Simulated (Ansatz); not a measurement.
Relaxation of CH5NS (8 atoms, charge 0, multiplicity 1), to a largest force component of 0.015 eV/Å in at most 40 steps.

These are results of RKS PBE-D4/STO-3G in Ansatz, not measurements.

```xyz
8
Properties=species:S:1:pos:R:3
N -0.732 0.673 -0.055
C 0.549 0.165 0.051
S 0.509 -1.243 1.152
H -0.694 1.500 -0.734
H -1.400 0.005 -0.470
H 1.238 0.940 0.443
H 0.947 -0.149 -0.925
H 1.751 -1.538 1.082
```

Problem. Where does it end, and by what steps?

Solution. The run converged. Limits of this set-up: minimal basis. After 9 steps the energy has fallen by 0.645 eV; H8 moved furthest, 0.28 Å.

```json
{"step": "0", "energy less start (eV)": "0.0000", "largest force component (eV/Å)": "4.024", "accepted": "yes"}
{"step": "1", "energy less start (eV)": "-0.5332", "largest force component (eV/Å)": "1.352", "accepted": "yes"}
{"step": "2", "energy less start (eV)": "-0.6173", "largest force component (eV/Å)": "0.676", "accepted": "yes"}
{"step": "3", "energy less start (eV)": "-0.6147", "largest force component (eV/Å)": "0.797", "accepted": "no"}
{"step": "4", "energy less start (eV)": "-0.6371", "largest force component (eV/Å)": "0.237", "accepted": "yes"}
{"step": "5", "energy less start (eV)": "-0.6353", "largest force component (eV/Å)": "0.373", "accepted": "no"}
{"step": "6", "energy less start (eV)": "-0.6444", "largest force component (eV/Å)": "0.055", "accepted": "yes"}
{"step": "7", "energy less start (eV)": "-0.6445", "largest force component (eV/Å)": "0.050", "accepted": "yes"}
{"step": "8", "energy less start (eV)": "-0.6448", "largest force component (eV/Å)": "0.022", "accepted": "yes"}
{"step": "9", "energy less start (eV)": "-0.6448", "largest force component (eV/Å)": "0.006", "accepted": "yes"}
```

```xyz
8
Properties=species:S:1:pos:R:3
N -0.836 0.736 -0.024
C 0.586 0.193 0.104
S 0.554 -1.166 1.345
H -0.745 1.489 -0.782
H -1.353 -0.035 -0.562
H 1.223 1.045 0.439
H 1.019 -0.187 -0.857
H 1.719 -1.723 0.881
```

Whether the end is a true minimum wasn't checked by a vibrational analysis.

Run time: 13 s on 1 CPU thread of a shared host.
